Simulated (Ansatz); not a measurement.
Ansatz (an electronic-structure program) input (B3LYP-D3(BJ)/def2-TZVP):

Ansatz 0.2 input:
```yaml
crystal:
  periodic: [false, false, false]
  atoms:
    - {symbol: C, position_ang: [0.01135451, -0.01786255, 0.00108349]}
    - {symbol: O, position_ang: [0.50556611, -0.98996562, 0.02390827]}
    - {symbol: H, position_ang: [-0.48596854, 0.96085968, -0.02187694]}
basis:
  gaussian:
    orbitals: def2-TZVP
hamiltonian:
  xc: b3lyp
  dispersion: d3bj
total_charge: 1
relax: {f_tol: 0.002, max_steps: 150}
```

Output:

```
Functional definition: B3LYP
integrals: 0.01 GiB planned
375 factors; their error is unknown
mean field: 0.11 GiB planned
mean field evaluation 1: about -3079.8845 eV, gradient 8.6e1 eV
mean field evaluation 2: about -3036.4195 eV, gradient 1.6e2 eV
mean field evaluation 4: about -3091.0509 eV, gradient 5.4e0 eV
mean field evaluation 8: about -3091.1040 eV, gradient 1.9e-2 eV
mean field evaluation 16: about -3091.1068 eV, gradient 5.1e-5 eV
mean field -3091.10678319 eV, -113.5960790547 hartree, gradient 5.1e-5 eV, S^2 0.000000; 0 other end points of the search recorded, 0 dependent functions left out
the calculation of the forces begins
reference -3091.10691683 eV, -113.5960839661 hartree; 7, 7 occupied and 61, 61 virtual orbitals, 375 factors
relax step   1: F+E_penalty+E_count = -3091.13926171 eV  Δ(F+E_penalty+E_count) = +0.000e0 eV  max|allowed force component| = 1.502e0 eV/Å  Δτ_max = 0.0000 Å  (27 SCF iters, accepted)
these checks for a lower state are left out or cut short: starts, cluster_reference, orbital_swaps, neighbouring_geometries, increment
integrals: 0.01 GiB planned
375 factors; their error is unknown
mean field: 0.11 GiB planned
mean field -3091.11523873 eV, -113.5963897902 hartree, gradient 2.6e-5 eV, S^2 0.000000; 0 other end points of the search recorded, 0 dependent functions left out
the calculation of the forces begins
reference -3091.11537265 eV, -113.5963947116 hartree; 7, 7 occupied and 61, 61 virtual orbitals, 375 factors
relax step   2: F+E_penalty+E_count = -3091.14770152 eV  Δ(F+E_penalty+E_count) = -8.440e-3 eV  max|allowed force component| = 1.770e-1 eV/Å  Δτ_max = 0.0075 Å  (29 SCF iters, accepted)
these checks for a lower state are left out or cut short: starts, cluster_reference, orbital_swaps, neighbouring_geometries, increment
integrals: 0.01 GiB planned
375 factors; their error is unknown
mean field: 0.11 GiB planned
mean field evaluation 32: about -3091.1154 eV, gradient 2.6e-5 eV
mean field -3091.11537353 eV, -113.5963947440 hartree, gradient 2.6e-5 eV, S^2 0.000000; 0 other end points of the search recorded, 0 dependent functions left out
the calculation of the forces begins
reference -3091.11550742 eV, -113.5963996643 hartree; 7, 7 occupied and 61, 61 virtual orbitals, 375 factors
relax step   3: F+E_penalty+E_count = -3091.14783830 eV  Δ(F+E_penalty+E_count) = -1.368e-4 eV  max|allowed force component| = 4.384e-3 eV/Å  Δτ_max = 0.0009 Å  (30 SCF iters, accepted)
these checks for a lower state are left out or cut short: starts, cluster_reference, orbital_swaps, neighbouring_geometries, increment
integrals: 0.01 GiB planned
375 factors; their error is unknown
mean field: 0.11 GiB planned
mean field -3091.11537360 eV, -113.5963947467 hartree, gradient 2.6e-5 eV, S^2 0.000000; 0 other end points of the search recorded, 0 dependent functions left out
the calculation of the forces begins
reference -3091.11550749 eV, -113.5963996669 hartree; 7, 7 occupied and 61, 61 virtual orbitals, 375 factors
relax step   4: F+E_penalty+E_count = -3091.14783848 eV  Δ(F+E_penalty+E_count) = -1.883e-7 eV  max|allowed force component| = 9.020e-4 eV/Å  Δτ_max = 0.0000 Å  (30 SCF iters, accepted)
integrals: 0.01 GiB planned
375 factors; their error is unknown
mean field: 0.11 GiB planned
mean field evaluation 64: about -3091.1154 eV, gradient 5.3e-5 eV
mean field -3091.11537360 eV, -113.5963947467 hartree, gradient 2.6e-5 eV, S^2 0.000000; 1 other end points of the search recorded, 0 dependent functions left out
the calculation of the forces begins
reference -3091.11550749 eV, -113.5963996669 hartree; 7, 7 occupied and 61, 61 virtual orbitals, 375 factors
Total energy: -3091.14797237 eV, -113.5975927292 hartree
Atom 0 at     0.009518    -0.014175     0.001000 Å, force     0.000096     0.000902     0.000022 eV/Å
Atom 1 at     0.508524    -0.995822     0.024044 Å, force    -0.000207    -0.000136    -0.000018 eV/Å
Atom 2 at    -0.487090     0.963029    -0.021929 Å, force     0.000112    -0.000766    -0.000004 eV/Å
Dipole moment:    -0.351127     0.690793    -0.016214 e Å
```
